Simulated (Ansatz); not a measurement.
A nudged elastic band was laid between two geometries of CH₂LiN (5 atoms, charge 0, multiplicity 1).

Level of theory: RKS B3LYP-D4/def2-TZVP (Ansatz).

* movable images: 7
* climbing image: yes
* spring: 5.0 eV/Å²
* optimiser: quadratic models (default)
* start path: through a guess of the saddle point
* force threshold: 0.05 eV/Å
* iteration limit: 60
* end points: relaxed

Image 0:

```xyz
5
Properties=species:S:1:pos:R:3
Li -2.228 0.391 -0.664
N -0.618 0.109 -0.184
C 0.559 -0.098 0.167
H 0.977 -1.109 0.364
H 1.310 0.707 0.318
```

Image 8:

```xyz
5
Properties=species:S:1:pos:R:3
Li -1.396 -0.156 -0.385
N 0.130 0.636 -0.012
C 0.653 -0.529 0.227
H -0.184 -1.342 0.052
H 0.796 1.391 0.118
```

(1) Which bonds break or form, and what moves?

(2) What energy profile does the band end with?

(3) What is the geometry of the highest image?

The band took 13 iterations and roughly 2.7 core-minutes.

## Answers

(1) Bonds broken: C3–H5. Bonds formed: Li1–C3, Li1–H4, N2–H5.

(2) The run converged. The highest image is number 3 of 0 to 8, 3.28 eV above the first end and 2.35 eV above the last; the last end lies 0.93 eV above the first. Neighbouring images differ by up to 1.7 eV, so the band resolves the path poorly. A vibrational analysis at the climbing image gives one clearly imaginary mode, 2010i cm⁻¹: a first-order saddle point. The orbitals stay closed-shell, which can raise the energy where a bond breaks towards radicals; this wasn't checked here.

```csv
image,path coordinate (Å),energy (eV),C3–H5 (Å),Li1–C3 (Å),Li1–H4 (Å)
0,0.00,0.00,1.11,2.95,3.68
1,0.42,0.13,1.10,2.89,3.77
2,0.83,1.56,1.10,2.91,3.73
3,1.25,3.28,1.24,3.04,3.71
4,1.68,2.07,1.64,3.14,3.62
5,2.11,1.57,1.87,3.04,3.24
6,2.54,1.39,1.91,2.81,2.79
7,2.97,1.14,1.93,2.50,2.29
8,3.41,0.93,1.93,2.17,1.75
```

(3) 
```xyz
5
Properties=species:S:1:pos:R:3
Li -1.965 0.617 -0.591
N -0.385 0.108 -0.112
C 0.818 -0.274 0.252
H 1.009 -1.367 0.402
H 0.523 0.916 0.049
```

The run took 86 s on 2 threads of Arm Neoverse V2 (shared host), peak memory 0.13 GiB.
